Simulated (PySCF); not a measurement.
Molfile (atoms numbered from 1):
```
C4H5NO
     RDKit          3D

 11 10  0  0  0  0  0  0  0  0999 V2000
   -1.8842   -0.2883    0.0633 C   0  0  0  0  0  0  0  0  0  0  0  0
   -0.5545   -0.2596    0.2141 C   0  0  0  0  0  0  0  0  0  0  0  0
    0.2164    0.9575   -0.0304 C   0  0  0  0  0  0  0  0  0  0  0  0
    1.4781    1.0847    0.0525 N   0  0  0  0  0  0  0  0  0  0  0  0
    2.3708    0.1151    0.4582 C   0  0  0  0  0  0  0  0  0  0  0  0
    2.5138   -0.2792    1.5869 O   0  0  0  0  0  0  0  0  0  0  0  0
   -2.4655   -1.1941    0.2506 H   0  0  0  0  0  0  0  0  0  0  0  0
   -2.4364    0.6031   -0.2522 H   0  0  0  0  0  0  0  0  0  0  0  0
   -0.0065   -1.1480    0.5437 H   0  0  0  0  0  0  0  0  0  0  0  0
   -0.3640    1.8467   -0.3279 H   0  0  0  0  0  0  0  0  0  0  0  0
    3.0345   -0.2110   -0.3810 H   0  0  0  0  0  0  0  0  0  0  0  0
  1  2  2  0
  2  3  1  0
  3  4  2  0
  4  5  1  0
  5  6  2  0
  1  7  1  0
  1  8  1  0
  2  9  1  0
  3 10  1  0
  5 11  1  0
M  END
```

Theory: spin–spin couplings from B3LYP/pcJ-1 (spin–dipole term only in couplings to heteroatoms), PBE0-D3(BJ)/def2-SVP structure, shieldings: GIAO KT2/pcSseg-2, in PySCF 2.14 (isolated molecule, one computed conformer, relativity neglected).

Task: List the cross peaks expected in HSQC, COSY and HMBC spectra.

Result: 

HSQC (one-bond C–H):
| δH | δC | ¹J(C,H) (Hz) |
| --- | --- | --- |
| 9.36 (H11) | 168.6 (C5) | 201 |
| 7.33 (H10) | 154.4 (C3) | 185 |
| 6.72 (H9) | 135.6 (C2) | 170 |
| 5.95 (H7) | 133.2 (C1) | 174 |
| 5.84 (H8) | 133.2 (C1) | 166 |

COSY cross peaks (|J| ≥ 2 Hz):
| δH | δH | abs. J (Hz) | bonds |
| --- | --- | --- | --- |
| 7.33 (H10) | 6.72 (H9) | 10.6 | 3 |
| 6.72 (H9) | 5.95 (H7) | 11.3 | 3 |
| 6.72 (H9) | 5.84 (H8) | 18.4 | 3 |

HMBC (two and three bonds, |J| ≥ 2.5 Hz):
| δH | δC [abs. J in Hz] |
| --- | --- |
| 9.36 (H11) | 154.4 (C3) [4.9] |
| 7.33 (H10) | 168.6 (C5) [15.4], 135.6 (C2) [14.4], 133.2 (C1) [3.6] |
| 6.72 (H9) | 154.4 (C3) [4.6] |
| 5.95 (H7) | 154.4 (C3) [16.2] |
| 5.84 (H8) | 154.4 (C3) [10.8], 135.6 (C2) [2.6] |

Scale: TMS for ¹H (31.18 ppm) and ¹³C (182.28 ppm) (reference shieldings calculated alike).

Short H···H contacts in this conformer between protons four or more bonds apart (candidates for NOE cross peaks, intensity ∝ r⁻⁶): H8···H10 2.42 Å.

Unscaled 3J(H,H) at this level run about 10 % above measured values. Shifts are as computed. Against solution values, carbons near 30 ppm lie about +3 ppm off and those near 130 ppm about -1 ppm. Of 1211 compounds with measured shifts, 218 miss one by over three times the rms of a fit or turn the order of signals round; such compounds aren't used in these exercises.
